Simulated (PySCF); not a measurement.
CCl2 (triplet state).
Geometry (PBE0-D3(BJ)/def2-SVP, Å), atoms numbered from 1 in this order:
```xyz
3
CCl2 angstrom
Cl    -1.5635   -0.0313    0.1097
C      0.0350    0.2634   -0.3014
Cl     1.4190   -0.2946    0.4631
```

The species is `Cl[C]Cl` [triplet].

Theory: UKS B3LYP, IGLO-III on C Cl, non-relativistic, mean-field spin-orbit, GIAO in PySCF. Isolated species at its PBE0-D3(BJ)/def2-SVP geometry, gas phase. This triplet need not be the ground state; the singlet was not compared here.

Q: What is the g tensor, term by term?

A: 
| Δg (ppm) | 1 | 2 | 3 |
| --- | --- | --- | --- |
| relativistic mass correction | -215 | -215 | -215 |
| gauge correction | 36 | 20 | -4 |
| orbital Zeeman/spin–orbit | 552 | 3647 | 4781 |
| total | 373 | 3452 | 4562 |

So g = 2.00269, 2.00577, 2.00688 and g_iso = 2.00511; the tensor is rhombic: the two nearest values differ by 27 % of g3 − g1. Axes: g3 is normal to the molecular plane.

Q: What effective moment and Curie constant follow for a powder at temperatures where kT is far above the zero-field splitting?

A: With the mean of g² = 4.0205 and S(S+1) = 2.00: μ_eff = √(⟨g²⟩S(S+1)) = 2.836 μB and χT = 0.12505·⟨g²⟩·S(S+1) = 1.006 cm³ K/mol (cgs; spin-Hamiltonian part alone).

Q: Average each term over the three axes. Which is largest in size?

A: The orbital-Zeeman/spin–orbit term 2993, the mass correction -215 and the gauge correction 17 ppm, for a total of 2795 ppm. The orbital-Zeeman/spin–orbit term is the largest in size. The mass correction is the same along every axis, so the anisotropy comes from the other two: their spans along these axes are 40 (gauge) and 4229 ppm (orbital Zeeman/spin–orbit).

Q: At 9.369 GHz, how far is the centre of the isotropic spectrum from where a free electron (g = 2.002319) resonates, zero-field splitting left aside?

A: B = hν/(g μB) with μB/h = 13.99624 MHz/mT gives 334.31 mT for the free electron and 333.84 mT at g_iso, 0.47 mT lower.

The Mulliken spin populations are largest on C2 (+1.55), Cl1 (+0.23) and Cl3 (+0.23). Three atoms exceed +0.15.

The HOMO–LUMO gaps are 5.69 eV among the α and 5.73 eV among the β orbitals.

Time: 29 s wall (grids of density and orbitals included); peak memory 0.39 GiB. Hardware: Arm Neoverse N1, one thread, on a shared host.
